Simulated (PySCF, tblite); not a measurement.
# C4H6O: changes of charge, electronic excitations, EPR parameters, part 2 of 2

tblite 0.8.0 and PySCF 2.14.0. Atoms count from 0.

### 13 Single point (C4H6O+ (doublet), [CH]1[CH+]COC1): wB97X-D3(BJ)/ma-def2-TZVP

Geometry: PBE0-D3(BJ)/ma-def2-SVP.

Job settings and geometry (Å):

```
{"job": {"kind": "sp", "xc": "wB97X", "basis": "ma-def2-TZVP", "d3": "d3bj", "grid": 2}, "charge": 1, "multiplicity": 2}
C     -0.738311     0.830948    -0.220631
C      0.594635     0.962470     0.064088
C      1.142887    -0.380492     0.262888
O      0.107939    -1.289170     0.087522
C     -1.058862    -0.597443    -0.207829
H     -1.456327     1.628495    -0.424624
H      1.170117     1.888125     0.136544
H      1.611694    -0.537103     1.267925
H      1.987326    -0.637123    -0.426260
H     -1.856625    -0.880021     0.525600
H     -1.486029    -0.979193    -1.169993
```

Log:

```text
final grid: 88272 points
cycle   1  E = -231.0537991915  dE = -1.613e-02  |g| = 1.813e-01  |ddm| = 3.041e-01
cycle   2  E = -231.0540472831  dE = -2.481e-04  |g| = 1.877e-01  |ddm| = 1.869e-01
cycle   3  E = -231.0660104096  dE = -1.196e-02  |g| = 3.189e-02  |ddm| = 9.630e-02
cycle   4  E = -231.0664104334  dE = -4.000e-04  |g| = 3.712e-03  |ddm| = 1.913e-02
cycle   5  E = -231.0664275846  dE = -1.715e-05  |g| = 1.370e-03  |ddm| = 8.175e-03
cycle   6  E = -231.0664295612  dE = -1.977e-06  |g| = 5.709e-04  |ddm| = 2.126e-03
cycle   7  E = -231.0664299059  dE = -3.447e-07  |g| = 2.315e-04  |ddm| = 7.782e-04
cycle   8  E = -231.0664299684  dE = -6.250e-08  |g| = 7.911e-05  |ddm| = 4.197e-04
cycle   9  E = -231.0664299820  dE = -1.355e-08  |g| = 4.881e-05  |ddm| = 1.726e-04
cycle  10  E = -231.0664299894  dE = -7.477e-09  |g| = 3.499e-05  |ddm| = 1.290e-04
converged SCF energy = -231.0664299894
```

Wall time 16 s (1 thread of Arm Neoverse V1, shared host); peak memory 0.8 GiB.

### 14 Single point (C₄H₆O): wB97X-D3(BJ)/ma-def2-TZVP in acetonitrile

Geometry: PBE0-D3(BJ)/ma-def2-SVP.

Job settings and geometry (Å):

```
{"job": {"kind": "sp", "xc": "wB97X", "basis": "ma-def2-TZVP", "d3": "d3bj", "grid": 2, "solvent": "acetonitrile"}, "charge": 0, "multiplicity": 1}
C     -0.728355     0.818210    -0.217416
C      0.566790     0.960510     0.064663
C      1.180224    -0.388169     0.282104
O      0.123897    -1.308613     0.090086
C     -1.083017    -0.636505    -0.210933
H     -1.443573     1.616201    -0.424466
H      1.120502     1.898444     0.134135
H      1.600883    -0.498553     1.301077
H      2.000389    -0.598430    -0.431964
H     -1.852682    -0.877949     0.548486
H     -1.473272    -0.979650    -1.189090
```

Log:

```text
final grid: 88272 points
cycle   1  E = -231.4062456287  dE = -5.996e-04  |g| = 1.761e-02  |ddm| = 2.112e-01
cycle   2  E = -231.4062915186  dE = -4.589e-05  |g| = 1.725e-02  |ddm| = 5.886e-02
cycle   3  E = -231.4063410807  dE = -4.956e-05  |g| = 2.309e-03  |ddm| = 1.085e-02
cycle   4  E = -231.4063444723  dE = -3.392e-06  |g| = 1.056e-03  |ddm| = 9.959e-03
cycle   5  E = -231.4063448941  dE = -4.217e-07  |g| = 2.021e-04  |ddm| = 2.480e-03
cycle   6  E = -231.4063449158  dE = -2.169e-08  |g| = 3.922e-05  |ddm| = 8.217e-04
cycle   7  E = -231.4063449173  dE = -1.543e-09  |g| = 7.871e-06  |ddm| = 3.628e-04
converged SCF energy = -231.4063449173
```

Run time: 8.4 s. Hardware: 1 thread of Arm Neoverse V1, shared host.

### 15 Single point (C₄H₆O+ (doublet), [CH]1[CH+]COC1): wB97X-D3(BJ)/ma-def2-TZVP in acetonitrile

Geometry: PBE0-D3(BJ)/ma-def2-SVP.

Job settings and geometry (Å):

```
{"job": {"kind": "sp", "xc": "wB97X", "basis": "ma-def2-TZVP", "d3": "d3bj", "grid": 2, "solvent": "acetonitrile"}, "charge": 1, "multiplicity": 2}
C     -0.738311     0.830948    -0.220631
C      0.594635     0.962470     0.064088
C      1.142887    -0.380492     0.262888
O      0.107939    -1.289170     0.087522
C     -1.058862    -0.597443    -0.207829
H     -1.456327     1.628495    -0.424624
H      1.170117     1.888125     0.136544
H      1.611694    -0.537103     1.267925
H      1.987326    -0.637123    -0.426260
H     -1.856625    -0.880021     0.525600
H     -1.486029    -0.979193    -1.169993
```

Log:

```text
final grid: 88272 points
cycle   1  E = -231.1613912225  dE = -4.271e-04  |g| = 1.500e-02  |ddm| = 1.082e-01
cycle   2  E = -231.1613993057  dE = -8.083e-06  |g| = 1.688e-02  |ddm| = 2.949e-02
cycle   3  E = -231.1615073587  dE = -1.081e-04  |g| = 2.817e-03  |ddm| = 9.050e-03
cycle   4  E = -231.1615237061  dE = -1.635e-05  |g| = 2.028e-03  |ddm| = 6.477e-03
cycle   5  E = -231.1615348238  dE = -1.112e-05  |g| = 1.630e-03  |ddm| = 3.905e-03
cycle   6  E = -231.1615511498  dE = -1.633e-05  |g| = 8.831e-04  |ddm| = 7.905e-03
cycle   7  E = -231.1615580612  dE = -6.911e-06  |g| = 1.356e-04  |ddm| = 8.516e-03
cycle   8  E = -231.1615581512  dE = -9.003e-08  |g| = 8.409e-05  |ddm| = 7.329e-04
cycle   9  E = -231.1615581712  dE = -1.997e-08  |g| = 1.998e-05  |ddm| = 4.237e-04
cycle  10  E = -231.1615581720  dE = -8.277e-10  |g| = 6.847e-06  |ddm| = 5.005e-05
converged SCF energy = -231.1615581720
```

It took 17 s on 1 thread of Arm Neoverse V1, shared host.

### 16 Single point (C₄H₆O− (doublet)): wB97X-D3(BJ)/ma-def2-TZVP

Geometry: PBE0-D3(BJ)/ma-def2-SVP, that of another charge or spin state.

Job settings and geometry (Å):

```
{"job": {"kind": "sp", "xc": "wB97X", "basis": "ma-def2-TZVP", "d3": "d3bj", "grid": 2}, "charge": -1, "multiplicity": 2}
C     -0.728355     0.818210    -0.217416
C      0.566790     0.960510     0.064663
C      1.180224    -0.388169     0.282104
O      0.123897    -1.308613     0.090086
C     -1.083017    -0.636505    -0.210933
H     -1.443573     1.616201    -0.424466
H      1.120502     1.898444     0.134135
H      1.600883    -0.498553     1.301077
H      2.000389    -0.598430    -0.431964
H     -1.852682    -0.877949     0.548486
H     -1.473272    -0.979650    -1.189090
```

Log:

```text
final grid: 88272 points
cycle   1  E = -231.3589624677  dE = -7.034e-04  |g| = 1.465e-02  |ddm| = 9.952e-01
cycle   2  E = -231.3591026140  dE = -1.401e-04  |g| = 1.246e-02  |ddm| = 4.536e-01
cycle   3  E = -231.3592014198  dE = -9.881e-05  |g| = 2.929e-03  |ddm| = 2.911e-01
cycle   4  E = -231.3592462535  dE = -4.483e-05  |g| = 2.258e-03  |ddm| = 3.747e-01
cycle   5  E = -231.3593162011  dE = -6.995e-05  |g| = 1.819e-03  |ddm| = 6.893e-01
cycle   6  E = -231.3594256913  dE = -1.095e-04  |g| = 1.109e-03  |ddm| = 1.460e+00
cycle   7  E = -231.3594770454  dE = -5.135e-05  |g| = 3.549e-04  |ddm| = 1.433e+00
cycle   8  E = -231.3594786093  dE = -1.564e-06  |g| = 2.844e-04  |ddm| = 9.471e-02
cycle   9  E = -231.3594796597  dE = -1.050e-06  |g| = 1.244e-04  |ddm| = 9.812e-02
cycle  10  E = -231.3594798939  dE = -2.342e-07  |g| = 5.482e-05  |ddm| = 3.368e-02
cycle  11  E = -231.3594799404  dE = -4.654e-08  |g| = 2.219e-05  |ddm| = 4.037e-02
cycle  12  E = -231.3594799480  dE = -7.624e-09  |g| = 1.354e-05  |ddm| = 1.605e-02
converged SCF energy = -231.3594799480
```

Run time: 20 s. Hardware: 1 thread of Arm Neoverse V1, shared host.

### 17 Single point (C4H6O− (doublet)): wB97X-D3(BJ)/ma-def2-TZVP in acetonitrile

Geometry: PBE0-D3(BJ)/ma-def2-SVP, that of another charge or spin state.

Settings changed since step 16:

```diff
@@ -1,2 +1,2 @@
-{"job": {"kind": "sp", "xc": "wB97X", "basis": "ma-def2-TZVP", "d3": "d3bj", "grid": 2}, "charge": -1, "multiplicity": 2}
+{"job": {"kind": "sp", "xc": "wB97X", "basis": "ma-def2-TZVP", "d3": "d3bj", "grid": 2, "solvent": "acetonitrile"}, "charge": -1, "multiplicity": 2}
 C     -0.728355     0.818210    -0.217416
```

Log:

```text
final grid: 88272 points
cycle   1  E = -231.4083711489  dE = -2.180e-03  |g| = 1.591e-02  |ddm| = 2.218e+00
cycle   2  E = -231.4090341185  dE = -6.630e-04  |g| = 1.525e-02  |ddm| = 8.372e-01
cycle   3  E = -231.4092842481  dE = -2.501e-04  |g| = 5.579e-03  |ddm| = 2.309e-01
cycle   4  E = -231.4097099379  dE = -4.257e-04  |g| = 3.581e-03  |ddm| = 6.134e-01
cycle   5  E = -231.4099269714  dE = -2.170e-04  |g| = 2.884e-03  |ddm| = 3.260e-01
cycle   6  E = -231.4101278032  dE = -2.008e-04  |g| = 2.452e-03  |ddm| = 3.431e-01
cycle   7  E = -231.4102383786  dE = -1.106e-04  |g| = 2.519e-03  |ddm| = 2.523e-01
cycle   8  E = -231.4101202213  dE =  1.182e-04  |g| = 2.281e-03  |ddm| = 3.494e-01
cycle   9  E = -231.4098184731  dE =  3.017e-04  |g| = 1.230e-03  |ddm| = 1.474e+00
cycle  10  E = -231.4097966287  dE =  2.184e-05  |g| = 9.119e-04  |ddm| = 5.711e-01
cycle  11  E = -231.4098039805  dE = -7.352e-06  |g| = 6.668e-04  |ddm| = 3.268e-01
cycle  12  E = -231.4098124252  dE = -8.445e-06  |g| = 3.585e-04  |ddm| = 4.312e-01
cycle  13  E = -231.4098148625  dE = -2.437e-06  |g| = 1.617e-04  |ddm| = 1.209e-01
cycle  14  E = -231.4098153226  dE = -4.601e-07  |g| = 8.673e-05  |ddm| = 2.442e-02
cycle  15  E = -231.4098154039  dE = -8.122e-08  |g| = 5.089e-05  |ddm| = 1.405e-02
cycle  16  E = -231.4098154512  dE = -4.733e-08  |g| = 3.925e-05  |ddm| = 2.602e-02
cycle  17  E = -231.4098154748  dE = -2.363e-08  |g| = 3.951e-05  |ddm| = 1.590e-02
cycle  18  E = -231.4098154710  dE =  3.831e-09  |g| = 3.940e-05  |ddm| = 2.653e-03
converged SCF energy = -231.4098154710
```

It took 28 s on 1 thread of Arm Neoverse V1, shared host.

### 18 Changes of charge: wB97X-D3(BJ)/ma-def2-TZVP

This step combines the energies above: geometries from PBE0-D3(BJ)/ma-def2-SVP, zero-point and thermal terms from PBE0-D3(BJ)/ma-def2-SVP.

Settings changed since step 17:

```diff
@@ -1,2 +1,2 @@
-{"job": {"kind": "sp", "xc": "wB97X", "basis": "ma-def2-TZVP", "d3": "d3bj", "grid": 2, "solvent": "acetonitrile"}, "charge": -1, "multiplicity": 2}
+{"job": {"kind": "rx", "dirs": [1, -1], "geom": {"xc": "PBE0", "basis": "ma-def2-SVP", "d3": "d3bj", "grid": 1}, "hess": 1, "level": {"xc": "wB97X", "basis": "ma-def2-TZVP", "d3": "d3bj", "solvents": ["acetonitrile"]}}, "charge": 0, "multiplicity": 1}
 C     -0.728355     0.818210    -0.217416
```

Output (the driver's rows laid out field by field):

```text
ionisation and electron attachment, wB97X-D3(BJ)/ma-def2-TZVP // PBE0-D3(BJ)/ma-def2-SVP

row 1
  change                  oxidation
  charge                  1
  multiplicity            2
  vertical_ev             9.1849
  vertical_s2             0.755
  formula                 C4H6O
  smiles                  [CH]1[CH+]COC1
  kept                    yes
  pieces                  1
  point_group             C2v
  adiabatic_electronic_ev 9.0975
  adiabatic_ev            8.995
  free_energy_ev          8.9872
  s2                      0.755
  bonds_moved             0 1 1.333 1.369; 1 2 1.498 1.464; 0 4 1.497 1.464; 2 3 1.414 1.388
  spin_on                 3 O 0.252; 1 C 0.205; 0 C 0.205; 7 H 0.086
  charge_moved            3 O 0.193; 1 C 0.128; 0 C 0.128; 7 H 0.114
  vertical_back_ev        8.8846
  relaxation_parent_ev    0.2129
  relaxation_ion_ev       0.0874
  reorganisation_ev       0.3003
  solution                solvent acetonitrile, absolute_potential_v 6.5507, solvation_parent_kj -14.67, solvation_ion_kj -249.76

row 2
  change                  reduction
  charge                  -1
  multiplicity            2
  vertical_ev             -1.1232
  vertical_s2             0.75
  unbound                 yes
```

It took 11 min on 1 thread of Arm Neoverse V1, shared host.

Energy taken up on oxidation, or given off on reduction (eV; adiabatic with zero-point energy):

```tsv
change	product	vertical	adiabatic	free energy	reorganisation	⟨S²⟩
oxidation (multiplicity 2)	[CH]1[CH+]COC1	9.18	8.99	8.99	0.30	0.76
reduction (multiplicity 2)	–	-1.12	–	–	–	–
```

On oxidation to multiplicity 2 charge changes most on O3 (+0.19 e), C1 (+0.13 e), C0 (+0.13 e); the spin sits on O3 (0.25), C1 (0.20), C0 (0.20); the bond C0–C1 goes from 1.333 to 1.369 Å; the absolute potential is 6.55 V in acetonitrile.

### 19 Electronic excitations: TDDFT B3LYP/def2-SVPD

Settings changed since step 18:

```diff
@@ -1,2 +1,2 @@
-{"job": {"kind": "rx", "dirs": [1, -1], "geom": {"xc": "PBE0", "basis": "ma-def2-SVP", "d3": "d3bj", "grid": 1}, "hess": 1, "level": {"xc": "wB97X", "basis": "ma-def2-TZVP", "d3": "d3bj", "solvents": ["acetonitrile"]}}, "charge": 0, "multiplicity": 1}
+{"job": {"kind": "uv", "xc": "B3LYP", "basis": "def2-SVPD", "nstates": 6, "ntriplets": 0}, "charge": 0, "multiplicity": 1}
 C     -0.728355     0.818210    -0.217416
```

Level: TDDFT B3LYP/def2-SVPD, vertical, gas phase, core orbitals frozen in the response.

Log:

```text
coarse grid: 9152 points
cycle   1  E = -230.9485511951  dE =  6.379e-01  |g| = 5.634e-01  |ddm| = 5.036e+00
cycle   2  E = -230.8484090788  dE =  1.001e-01  |g| = 9.206e-01  |ddm| = 1.517e+00
cycle   3  E = -231.0132765655  dE = -1.649e-01  |g| = 8.086e-02  |ddm| = 9.049e-01
cycle   4  E = -231.0144051082  dE = -1.129e-03  |g| = 3.384e-02  |ddm| = 1.401e-01
cycle   5  E = -231.0146962910  dE = -2.912e-04  |g| = 6.323e-03  |ddm| = 5.986e-02
cycle   6  E = -231.0147050763  dE = -8.785e-06  |g| = 4.863e-04  |ddm| = 1.376e-02
final grid: 88272 points
cycle   7  E = -231.0646229069  dE = -2.978e-05  |g| = 5.143e-03  |ddm| = 1.113e-01
cycle   8  E = -231.0646181162  dE =  4.791e-06  |g| = 7.166e-03  |ddm| = 1.613e-02
cycle   9  E = -231.0646290273  dE = -1.091e-05  |g| = 7.351e-04  |ddm| = 8.147e-03
cycle  10  E = -231.0646291405  dE = -1.132e-07  |g| = 1.493e-04  |ddm| = 1.010e-03
cycle  11  E = -231.0646291449  dE = -4.328e-09  |g| = 2.057e-05  |ddm| = 2.430e-04
cycle  12  E = -231.0646291449  dE = -8.771e-11  |g| = 2.854e-06  |ddm| = 5.710e-05
converged SCF energy = -231.0646291449

Static polarisability (au): isotropic 50.600, principal 39.725 48.680 63.396

Singlet excitations
state   eV       nm        f      main configurations
  1   5.7684    214.9   0.06980   H->L 0.90, H-1->L 0.10
  2   6.1589    201.3   0.00491   H->L+1 0.99
  3   6.9151    179.3   0.00000   H->L+2 0.99
  4   7.1040    174.5   0.03424   H->L+3 0.88, H-1->L+1 0.10
  5   7.3779    168.0   0.00453   H->L+4 0.86, H-1->L+1 0.09
  6   7.5172    164.9   0.01152   H-1->L+1 0.80, H->L+4 0.12
```

Run time: 9.4 s. Hardware: 1 thread of Arm Neoverse V1, shared host.

The orbitals next to the gap, with their largest atomic shares:

```tsv
orbital	eV	atoms
HOMO−3	-10.11	C2 18 %, C4 18 %, C1 17 %
HOMO−2	-9.10	O3 58 %, C4 10 %, C2 10 %
HOMO−1	-7.90	O3 37 %, C0 23 %, C1 23 %
HOMO	-6.59	O3 27 %, C1 14 %, C0 14 %
LUMO	-0.05	C1 34 %, C0 34 %, H6 6 %
LUMO+1	0.54	C1 15 %, C0 15 %, C2 13 %
LUMO+2	1.23	C2 12 %, C4 12 %, H8 9 %
```

With each of the 6 states as a Gaussian band of 0.4 eV half-width at 1/e, the curve within the window shown has maxima at 215 nm (ε 2,900), 173 nm (ε 1,700) L/(mol cm). Beyond the last state computed it falls off for lack of states. The curve at chosen wavelengths:

| nm | ε (L/mol/cm) |
| --- | --- |
| 159 | 378 |
| 162 | 693 |
| 165 | 1064 |
| 169 | 1517 |
| 172 | 1697 |
| 175 | 1659 |
| 178 | 1410 |
| 182 | 925 |
| 185 | 601 |
| 188 | 397 |
| 191 | 339 |
| 195 | 491 |
| 198 | 772 |
| 201 | 1183 |
| 204 | 1679 |
| 208 | 2341 |
| 211 | 2714 |
| 214 | 2894 |
| 217 | 2853 |
| 221 | 2496 |
| 224 | 2087 |
| 227 | 1639 |
| 230 | 1215 |
| 234 | 751 |
| 237 | 495 |
| 240 | 312 |

Further results of this job:

```tsv
property	computed
dipole moment (D)	1.63
polarisability (Å³)	7.50
HOMO–LUMO gap (eV)	6.54
−ε(HOMO) (eV)	6.59
```

### 20 EPR parameters (C₄H₆O+ (doublet), [CH]1[CH+]COC1): UKS B3LYP, pcH-1 on C H O

Job settings and geometry (Å):

```
{"job": {"kind": "epr", "basis": "pcH-1"}, "charge": 1, "multiplicity": 2}
C     -0.738311     0.830948    -0.220631
C      0.594635     0.962470     0.064088
C      1.142887    -0.380492     0.262888
O      0.107939    -1.289170     0.087522
C     -1.058862    -0.597443    -0.207829
H     -1.456327     1.628495    -0.424624
H      1.170117     1.888125     0.136544
H      1.611694    -0.537103     1.267925
H      1.987326    -0.637123    -0.426260
H     -1.856625    -0.880021     0.525600
H     -1.486029    -0.979193    -1.169993
```

Level: UKS B3LYP, pcH-1 on C H O, non-relativistic, mean-field spin-orbit, GIAO.

Log:

```text
UKS, coarse grid
  cycle   1  E = -230.85810410  |g| = 3.70e-01
  cycle   2  E = -230.61909668  |g| = 8.52e-01
  cycle   3  E = -230.90372202  |g| = 1.04e-01
  cycle   4  E = -230.90755527  |g| = 6.01e-02
  cycle   5  E = -230.90932720  |g| = 1.07e-02
  cycle   6  E = -230.90936252  |g| = 7.77e-03
  cycle   7  E = -230.90938449  |g| = 4.41e-03
  cycle   8  E = -230.90939342  |g| = 1.18e-03
  cycle   9  E = -230.90939437  |g| = 3.30e-04
UKS, final grid
  cycle   1  E = -230.90940957  |g| = 7.63e-04
  cycle   2  E = -230.90940790  |g| = 2.18e-03
  cycle   3  E = -230.90940982  |g| = 5.87e-05
  cycle   4  E = -230.90940982  |g| = 4.23e-05
  cycle   5  E = -230.90940982  |g| = 1.33e-05
E = -230.90940982 Eh   <S^2> = 0.7531 (exact 0.7500)
g shifts (ppm)      1          2          3
  rmc          -187       -187       -187
  gc              2         14         21
  oz_so          -1       2481       5248
  total        -186       2307       5082
hyperfine (MHz)  atom isotope    a_iso     a_fc   dipolar eigenvalues
    0   13C       7.72       7.72    -16.97    -16.15     33.12
    1   13C       7.74       7.74    -16.97    -16.16     33.13
    2   13C     -38.40     -38.40     -7.37     -5.27     12.64
    3   17O     -25.67     -25.67    -94.04     46.36     47.69
    4   13C     -38.40     -38.40     -7.37     -5.28     12.65
    5    1H     -14.21     -14.21     -7.94     -3.11     11.05
    6    1H     -14.21     -14.21     -7.94     -3.11     11.05
    7    1H     260.44     260.44     -7.19     -5.20     12.39
    8    1H     258.76     258.76     -7.19     -5.18     12.37
    9    1H     259.91     259.91     -7.19     -5.19     12.38
   10    1H     259.34     259.34     -7.19     -5.19     12.38
```

It took 21 s on 1 thread of Arm Neoverse V1, shared host; peak memory 0.79 GiB.

Principal g values 2.00213, 2.00463, 2.00740; g(iso) = 2.00472, against 2.00232 for a free electron.

Hyperfine couplings; where a row names several nuclei, a(iso) is their mean (it holds for fast rotation or exchange) and the dipolar term the largest among them:

```tsv
nuclei	isotope	a(iso) (MHz)	a(iso) (G, at g = 2.0023)	largest dipolar term (MHz)
H7, H8, H9, H10	1H	259.6	92.6	12.4
C2, C4	13C	-38.4	-13.7	12.6
O3	17O	-25.7	-9.2	-94.0
H5, H6	1H	-14.2	-5.1	11.1
C0, C1	13C	7.7	2.8	33.1
```

Mulliken spin populations:

```tsv
atom	value (e)
C0	0.20
C1	0.20
C2	-0.03
O3	0.27
C4	-0.03
H5	-0.01
H6	-0.01
H7	0.10
H8	0.10
H9	0.10
H10	0.10
```

In first order the couplings over 0.8 MHz of 1H give 15 distinct lines over 380.7 G, if the averaged nuclei exchange fast.

### 21 Spectra of the species

Job settings and geometry (Å):

```
{"job": {"kind": "rx", "dirs": [1, -1], "geom": {"xc": "PBE0", "basis": "ma-def2-SVP", "d3": "d3bj", "grid": 1}, "hess": 1, "level": {"xc": "wB97X", "basis": "ma-def2-TZVP", "d3": "d3bj", "solvents": ["acetonitrile"]}, "spectra": true}, "charge": 0, "multiplicity": 1}
C     -0.728355     0.818210    -0.217416
C      0.566790     0.960510     0.064663
C      1.180224    -0.388169     0.282104
O      0.123897    -1.308613     0.090086
C     -1.083017    -0.636505    -0.210933
H     -1.443573     1.616201    -0.424466
H      1.120502     1.898444     0.134135
H      1.600883    -0.498553     1.301077
H      2.000389    -0.598430    -0.431964
H     -1.852682    -0.877949     0.548486
H     -1.473272    -0.979650    -1.189090
```

Log:

```text
uv C1=CCOC1 +0: TDDFT B3LYP/def2-SVPD, vertical, gas phase, core orbitals frozen in the response
epr [CH]1[CH+]COC1 +1: UKS B3LYP, pcH-1 on C H O, non-relativistic, mean-field spin-orbit, GIAO
```

Run time: 31 s. Hardware: 1 thread of Arm Neoverse V1, shared host; peak memory 0.79 GiB.

This step only lists the spectra that were run on the species above.

### 22 Summary of results

This closing draws on all 2 parts.

| quantity | value |
| --- | --- |
| strongest single infrared mode (GFN2-xTB) | 2886 cm⁻¹, 97 km/mol |
| zero-point energy (GFN2-xTB) | 56.0 kcal/mol |
| point group | C2v |
| rotational constants (main isotopes) | 8.05, 7.98, 4.22 GHz |
| ionisation energy (wB97X-D3(BJ)/ma-def2-TZVP) | vertical 9.18 eV, adiabatic 8.99 eV |
| electron affinity (wB97X-D3(BJ)/ma-def2-TZVP) | vertical -1.12 eV (unbound: the value hangs on the basis) |
| lowest singlet (B3LYP/def2-SVPD) | 5.77 eV (215 nm), f = 0.070 |

**Reading.** No mode is imaginary among the 27: a minimum at this level. GFN2-xTB is a fitted tight-binding method: band positions and strengths are rough. Its intensities can rank the bands wrongly. Relaxing lowered the energy by 0.030 eV in 3 steps; the close pair that moved most is C0–H5, from 1.073 to 1.091 Å (PBE0/ma-def2-SVP). At wB97X-D3(BJ)/ma-def2-TZVP, relaxation with the zero-point term after oxidation moves the energy taken up from 9.18 eV (vertical) to 8.99 eV (adiabatic, with zero-point energy). The first singlet state (HOMO→LUMO 0.90, HOMO−1→LUMO 0.10) lies at 5.77 eV and is bright.
